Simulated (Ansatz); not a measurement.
# [NO2]− (nitrite): CCSD/STO-3G

Aim: the vertical singlet–triplet gap of [NO2]− (nitrite) at CCSD/STO-3G, from 2 runs. 

Program for the calculation: Ansatz 0.2.0.

13 further runs of the same task are left out: 11 that didn't finish, 2 set aside as unsound or not needed.

### Step 1. The system as given

[NO2]− has 3 atoms, charge -1, and is taken as a singlet. As SMILES, `O=N[O-]`. The shape is that of a PBE0-D4/def2-TZVPD optimisation.

Bond lengths: O1–N2 1.245 Å, N2–O3 1.245 Å. Angles: O1–N2–O3 116.8°.

### Step 2. A single-point energy at CCSD/STO-3G

Contents of job.yaml:

```yaml
crystal:
  periodic: [false, false, false]
  atoms:
    - symbol: O
      position_ang: [0.322840, 0.992650, 0.287620]
    - symbol: "N"
      position_ang: [0.325750, -0.245400, 0.151990]
    - symbol: O
      position_ang: [-0.648590, -0.747260, -0.439610]
basis:
  gaussian: {orbitals: STO-3G}
correlation: {method: ccsd, frozen_orbitals: {"N": 1, O: 1}}
accuracy: high
total_charge: -1
scf: {omitted_lower_state_checks: [cluster_reference, increment]}
```

Started as:

```sh
$ ansatz run job.yaml --threads 1 --pin off --max-ram 3480MiB --events-out events.jsonl --progress --plain --runs-dir runs
```

Log, shortened:

```text
Warning: RAYON_NUM_THREADS=1 ignored (pool sized by the plan → 1); use --threads N
Functional definition: HF
  name "HF"
[...]
252 factors; integrals over basis functions are off by at most 3.8e-8 eV
[...]
mean field -5473.72742164 eV, -201.1557725196 hartree, gradient 1.2e-8 eV, S^2 0.000000; 0 other end points of the search recorded, 0 dependent functions left out; unrestricted orbitals would lower it
3 core orbitals not correlated: weight in the atoms' cores, before any rotation towards them, 1.000 or more for the frozen orbitals, at most 0.000 for the correlated occupied ones
reference -5473.72742164 eV, -201.1557725196 hartree; 9, 9 occupied and 3, 3 virtual orbitals, 252 factors
second order -4.03908437 eV of doubles, -0.00000000 eV of singles
cycle   1  -4.13787931 eV  change   -9.9e-2 eV  update   8.9e-2
[...]
cycle  24  -4.41891582 eV  change    1.4e-9 eV  update  3.0e-10
Total energy: -5478.14633746 eV, -201.3181646808 hartree
Checks for a lower state left out: cluster_reference, increment
```

Wall time 0.18 s (1 thread of Arm Neoverse V1, shared host).

### Step 3. The triplet, same level

Contents of in.yaml:

```yaml
crystal:
  periodic: [false, false, false]
  atoms:
    - {symbol: O, position_ang: [0.322840, 0.992650, 0.287620]}
    - {symbol: "N", position_ang: [0.325750, -0.245400, 0.151990]}
    - {symbol: O, position_ang: [-0.648590, -0.747260, -0.439610]}
basis:
  gaussian: {orbitals: STO-3G}
correlation: {method: ccsd, frozen_orbitals: {"N": 1, O: 1}}
magnetization: {spin_polarized: true, initial_magnetization: 2}
total_charge: -1
accuracy: high
scf: {omitted_lower_state_checks: [cluster_reference, increment]}
```

Started as:

```sh
$ ansatz run in.yaml --threads 1 --pin off --max-ram 3480MiB --events-out events.jsonl --progress --plain --runs-dir runs
```

Log, shortened:

```text
Warning: RAYON_NUM_THREADS=1 ignored (pool sized by the plan → 1); use --threads N
Functional definition: HF
  name "HF"
[...]
252 factors; integrals over basis functions are off by at most 3.8e-8 eV
[...]
mean field -5472.71217811 eV, -201.1184630081 hartree, gradient 2.1e-8 eV, S^2 2.006151; 9 other end points of the search recorded, 0 dependent functions left out
3 core orbitals not correlated: weight in the atoms' cores, before any rotation towards them, 1.000 or more for the frozen orbitals, at most 0.000 for the correlated occupied ones
reference -5472.71217811 eV, -201.1184630081 hartree; 10, 8 occupied and 2, 4 virtual orbitals, 252 factors
second order -2.27483424 eV of doubles, -0.00000000 eV of singles
cycle   1  -2.67725114 eV  change   -4.0e-1 eV  update   7.3e-2
[...]
cycle  31  -3.26672557 eV  change  -3.5e-11 eV  update  2.0e-10
Total energy: -5475.97890369 eV, -201.2385129587 hartree
Checks for a lower state left out: cluster_reference, increment
```

Wall time 0.53 s (1 thread of Arm Neoverse V1, shared host).

### Step 4. What came out

At CCSD/STO-3G, 3 core orbitals frozen:

```
                                            quantity          value
                               singlet: total energy  -201.31816 Eh
singlet: correlation energy (3 core orbitals frozen)     -162.4 mEh
                              singlet: T1 diagnostic          0.021
                               triplet: total energy  -201.23851 Eh
triplet: correlation energy (3 core orbitals frozen)     -120.0 mEh
          triplet: ⟨S²⟩ of the reference determinant          2.006
                              triplet: T1 diagnostic          0.078
    vertical energy of the triplet above the singlet       2.167 eV
```

In words: At this shape the triplet lies 2.17 eV (50 kcal/mol) above the singlet. In a minimal basis such a difference can be off by several eV, whatever the method. The T1 diagnostic (singlet) of 0.021 is above the customary mark for such species, so a single reference may not serve. The restricted solution (singlet) is unstable to spin breaking: an unrestricted one lies lower. The T1 diagnostic (triplet) of 0.078 is above the customary mark for such species, so a single reference may not serve.
